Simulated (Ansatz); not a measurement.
Reaction: C2H3F3 (1,1,1-trifluoroethane, SMILES CC(F)(F)F) → CH3 (SMILES [CH3], doublet) + CF3 (SMILES F[C](F)F, doublet) (the C-C bond breaks)
Each species at its own B3LYP-D3(BJ)/def2-TZVP minimum (Ansatz, a quantum-chemistry and plane-wave program).

Wanted: bond dissociation energy (electronic), in kcal/mol. Radicals and triplets start from unrestricted determinants; spin-orbit coupling is neglected. CBS(X,Y): correlation extrapolated as X^-3, Hartree-Fock from the larger set. A bracket is a step between two methods taken in the basis named. Functionals run without relativity, which enters their misses. Double hybrids freeze cores in their MP2 part. 'core' is core correlation in cc-pwCVTZ, 'X2C' scalar relativity in cc-pVTZ-DK, both at CCSD(T).

CCSD(T)/CBS(cc-pVTZ,cc-pVQZ) + [CCSDT(Q) - CCSD(T)]/cc-pVDZ + core + X2C (Ansatz) gives 108.6 kcal/mol.

Task: What does PBE/def2-TZVPD (Ansatz) give here, and how do the other levels compare?

Result: PBE gives 102.5 kcal/mol, 6.1 kcal/mol below it. Differences of the others: PBE0/def2-TZVPD (Ansatz) -5.6; B2PLYP/def2-TZVPD (Ansatz) -5.6; CCSD(T)/CBS(cc-pVTZ,cc-pVQZ) + core + X2C (Ansatz) 0.2 kcal/mol. Nearer than PBE: PBE0/def2-TZVPD, B2PLYP/def2-TZVPD, CCSD(T)/CBS(cc-pVTZ,cc-pVQZ) + core + X2C.
